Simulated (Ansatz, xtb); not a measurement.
## Relaxing a trial structure of ClH2OSi+

The starting geometry of this gas-phase singlet has its atoms placed at random.

```yaml
atoms:
  - { symbol: Cl, position_ang: [-0.8196, 1.0116, 0.9645] }
  - { symbol: O, position_ang: [-0.1412, -0.4122, -1.4477] }
  - { symbol: Si, position_ang: [-1.8376, -0.2096, -0.6936] }
  - { symbol: H, position_ang: [-1.0662, -0.4286, 1.4828] }
  - { symbol: H, position_ang: [-1.1414, -1.6502, 0.0134] }
```

Problem. Guess where an optimisation with r2SCAN-D4/def2-SVP ends from this start.

Solution. It ends as a structure with Cl1 bridging Si3 and H4, given below by its coordinates. Distances that change by over a tenth: Cl1–H4 (1.55 → 1.31 Å), O2–Si3 (1.87 → 1.51 Å), Si3–H5 (1.75 → 1.48 Å).

The energy falls by 4.55 eV over 13 steps:

| step | E − E(last) (eV) |
| --- | --- |
| 1 | 4.551 |
| 2 | 2.671 |
| 4 | 1.773 |
| 5 | 1.513 |
| 6 | 1.089 |
| 8 | 0.132 |
| 9 | 0.059 |
| 10 | 0.006 |
| 12 | 0.000 |
| 13 | 0.000 |

Final geometry (Å):

```yaml
atoms:
  - { symbol: Cl, position_ang: [-0.7617, 0.7743, 1.0659] }
  - { symbol: O, position_ang: [-0.4399, -0.0001, -1.9729] }
  - { symbol: Si, position_ang: [-0.9764, -0.6931, -0.7388] }
  - { symbol: H, position_ang: [-1.2400, 0.1220, 2.0977] }
  - { symbol: H, position_ang: [-1.5879, -1.8922, -0.1324] }
```

From the same start GFN2-xTB reaches the same bonding as this run.

From so rough a start the end depends on the optimiser's path, so another program may land elsewhere. No frequencies were run, so the end isn't proven a minimum. Run with Ansatz 0.2.0, 8.4 s on 2 threads of Intel(R) Xeon(R) 6975P-C (Granite Rapids) (shared host).
